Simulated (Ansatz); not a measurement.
```yaml
crystal:
  periodic: [false, false, false]
  atoms:
    - {symbol: S, position_ang: [0.000000, 0.000000, -2.073232]}
    - {symbol: Si, position_ang: [0.000000, 0.000000, -0.054641]}
    - {symbol: Si, position_ang: [0.000000, 0.000000, 2.127873]}
basis:
  gaussian: {orbitals: def2-TZVP}
magnetization: {spin_polarized: true, initial_magnetization: 2}
hamiltonian: {xc: pbe0}
relax: {f_tol: 0.004, max_steps: 80}
```

```sh
$ ansatz run in.yaml --threads 1 --pin off --events-out ev --progress --plain --max-ram 2176MiB
```

Steps of the relaxation (energy above the last step; positions in Å, forces in eV/Å):

```
3
step 1, 114.7 meV
S     0.000    0.000   -2.073    0.000    0.000    2.087
Si    0.000    0.000   -0.055    0.000    0.000   -2.807
Si    0.000    0.000    2.128    0.000    0.000    0.720
```

```
3
step 2, 12.7 meV
S     0.000    0.000   -2.013    0.000    0.000   -0.835
Si    0.000    0.000   -0.105    0.000    0.000    0.587
Si    0.000    0.000    2.118    0.000    0.000    0.248
```

```
3
step 3, 0.0 meV
S     0.000    0.000   -2.036    0.000    0.000    0.001
Si    0.000    0.000   -0.102    0.000    0.000   -0.017
Si    0.000    0.000    2.138    0.000    0.000    0.016
```

```
3
step 4, 0.0 meV
S     0.000    0.000   -2.036    0.000    0.000    0.000
Si    0.000    0.000   -0.102    0.000    0.000   -0.001
Si    0.000    0.000    2.139    0.000    0.000    0.001
```

Close pairs at the end: S1–Si2 1.934 Å, Si2–Si3 2.241 Å.

A stationary point of unrestricted PBE0 after 4 steps, with ⟨S²⟩ = 2.012 against 2.00 for a pure state; no frequencies were run, so it isn't proven a minimum. 19 s on 1 thread of Intel Xeon Platinum 8375C, shared host.
